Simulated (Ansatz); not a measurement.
`NN`: measurement beside calculation (Ansatz, PBE0-D4/def2-TZVP geometry).

```xyz
6

N     0.305    0.657   -0.158
N     0.023   -0.730   -0.125
H    -0.445    1.218    0.230
H     1.139    0.823    0.388
H    -0.577   -0.989    0.651
H    -0.445   -0.978   -0.985
```

Enthalpy of formation at 298 K: 22.8 kcal/mol (zero for an element's reference state; older measured values of the G2 set, as listed by Staroverov and co-workers, J. Chem. Phys. 119, 12129, 2003). With their computed zero-point and thermal terms and the atoms' enthalpies of Curtiss and co-workers (1997) it gives an electronic atomization energy of 438.3 kcal/mol.

| level | atomization (kcal/mol) | error | error per bond |
| --- | --- | --- | --- |
| LDA (SPW92) | 514.4 | 76.2 | 15.2 |
| PBE-D4 | 452.6 | 14.3 | 2.9 |
| revPBE-D4 | 439.4 | 1.1 | 0.2 |
| BLYP-D4 | 448.0 | 9.7 | 1.9 |
| r2SCAN-D4 | 432.4 | -5.9 | -1.2 |
| B97M-V | 436.0 | -2.3 | -0.5 |
| PBE0-D4 | 437.9 | -0.4 | -0.1 |
| B3LYP-D4 | 444.3 | 6.0 | 1.2 |
| r2SCANh-D4 | 428.5 | -9.8 | -2.0 |
| r2SCAN0-D4 | 422.7 | -15.6 | -3.1 |
| HSE06-D4 | 438.4 | 0.1 | 0.0 |
| BHLYP-D4 | 422.6 | -15.7 | -3.1 |
| CAM-B3LYP-D4 | 445.1 | 6.9 | 1.4 |
| ωB97X-V | 442.4 | 4.1 | 0.8 |
| ωB97M-V | 442.4 | 4.2 | 0.8 |
| B2PLYP | 435.3 | -3.0 | -0.6 |
| PBE-QIDH | 427.8 | -10.5 | -2.1 |
| PBE | 451.7 | 13.4 | 2.7 |
| revPBE | 435.2 | -3.0 | -0.6 |
| BLYP | 445.7 | 7.4 | 1.5 |
| r2SCAN | 432.2 | -6.1 | -1.2 |
| PBE0 | 437.1 | -1.2 | -0.2 |
| B3LYP | 442.8 | 4.5 | 0.9 |
| r2SCANh | 428.2 | -10.1 | -2.0 |
| r2SCAN0 | 422.5 | -15.8 | -3.2 |
| HSE06 | 437.7 | -0.6 | -0.1 |
| BHLYP | 421.7 | -16.6 | -3.3 |
| CAM-B3LYP | 444.4 | 6.1 | 1.2 |
| LC-ωPBE | 437.4 | -0.9 | -0.2 |
| HF/def2-TZVPP | 266.9 | -171.4 | -34.3 |
| MP2/def2-TZVPP | 422.9 | -15.4 | -3.1 |
| SCS-MP2/def2-TZVPP | 429.8 | -8.5 | -1.7 |
| CCSD/def2-TZVPP | 414.2 | -24.1 | -4.8 |
| CCSD(T)/def2-TZVPP | 421.5 | -16.8 | -3.4 |
| HF/def2-QZVPP | 268.1 | -170.2 | -34.0 |
| MP2/def2-QZVPP | 433.3 | -4.9 | -1.0 |
| SCS-MP2/def2-QZVPP | 442.0 | 3.7 | 0.7 |
| CCSD/def2-QZVPP | 423.3 | -14.9 | -3.0 |
| CCSD(T)/def2-QZVPP | 431.3 | -6.9 | -1.4 |
| HF/CBS(def2) | 268.3 | -170.0 | -34.0 |
| MP2/CBS(def2) | 440.4 | 2.1 | 0.4 |
| CCSD/CBS(def2) | 429.4 | -8.9 | -1.8 |
| CCSD(T)/CBS(def2) | 437.9 | -0.4 | -0.1 |

Functionals use def2-TZVPP; B3LYP here is the variant with VWN-RPA as its local correlation; programs differ in this. The calculations leave out spin–orbit coupling, scalar relativity and, for the correlated methods, core correlation; together these are worth up to about 1 kcal/mol a heavy atom. HSE06 is defined as in plane-wave codes. CBS extrapolates def2-TZVPP and def2-QZVPP. T1 = 0.008.
